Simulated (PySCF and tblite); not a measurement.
Results of a calculation; reference values are marked as such.
C3H5F, numbered as in [CH2:1]=[CH:2][CH2:3][F:4].

Geometries PBE0-D3(BJ)/def2-SVP; weights from PBE0-D3(BJ)/def2-TZVP energies and GFN2-xTB thermal corrections, with symmetry numbers and mirror pairs. Conformers within 4 kcal/mol (GFN2-xTB free energy) were kept, 5 at most. Of two unlike H on one atom, a is the less shielded (PBE0/pcSseg-1). Programs: PySCF with density fitting and tblite.

An NOE distance is ⟨r⁻⁶⟩^(−1/6) over all pairs of like atoms and, for the average, over conformers.

Torsions listed: C1–C2–C3–F4. Of a mirror pair one member is shown.

```csv
conformer,shape,weight %
1,-132°,50.2
2,0°,49.8
```

Problem. Which H–H contacts under 3.5 Å would NOEs report (pairs on one atom left out) at 298.15 K?

Solution. 
```
      pair  in 1 (Å)  in 2 (Å)  average (Å)
H1b ··· H2      2.46      2.46         2.46
 H2 ··· H3      2.79      2.54         2.65
H1a ··· H3      2.69      3.51         2.93
H1a ··· H2      3.10      3.09         3.09
```

Longer pairs under the limit may be missing.

Problem. In a model where alignment follows shape alone (order matrix 0.0005 × (3G/tr G − 1)/2, G the second moments of the atom positions; splitting J + 2D), what are the one-bond C–H dipolar couplings D?

Solution. H1a 1.4 Hz (1.6 in conformer 1), H1b -4.5 Hz (-4.4 in conformer 1), H2 1.4 Hz (1.6 in conformer 1), H3 1.9 Hz (2.1 in conformer 1).
